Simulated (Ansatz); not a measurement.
Fluorite CdF2

The numbers are results of PBE0-D3(BJ) (Ansatz, a quantum-chemistry and plane-wave program, plane waves, PAW), not measurements.

Run with plane-wave cutoff 460 eV, 8×8×8 k mesh, Fermi–Dirac smearing 0.01 eV, scalar-relativistic PAW data made under PBE.

Cell (relaxed at this level):

Space group Fm-3m (No. 225); a = 5.378 Å, b = 5.378 Å, c = 5.378 Å, α = 90.00°, β = 90.00°, γ = 90.00°

```json
[
 {"atom": "Cd", "site": "4a", "symmetry": "m-3m", "x": "0.0000", "y": "0.0000", "z": "0.0000"},
 {"atom": "F", "site": "8c", "symmetry": "-43m", "x": "0.2500", "y": "0.2500", "z": "0.2500"}
]
```
(The calculation used a cell of 3 atoms; values per cell refer to that cell.)

```
Quantity                                                           Value
-------------------------------------------  ---------------------------
bulk modulus                                                     111 GPa
band gap                                     5.98 eV (on the SCF k mesh)
smallest direct gap on the k points sampled                      6.56 eV
pressure derivative B′ of the bulk modulus                           4.8
```

Measured, for comparison: band gap 7.8 eV (temperature not stated, not corrected to a static lattice, indirect W–Γ; as tabulated in Cappellini et al. (2013), arXiv:1302.2571).

Spin–orbit coupling is not included.

Static lattice: no zero-point or thermal effects.

The result took around 10 core-minutes (rough).
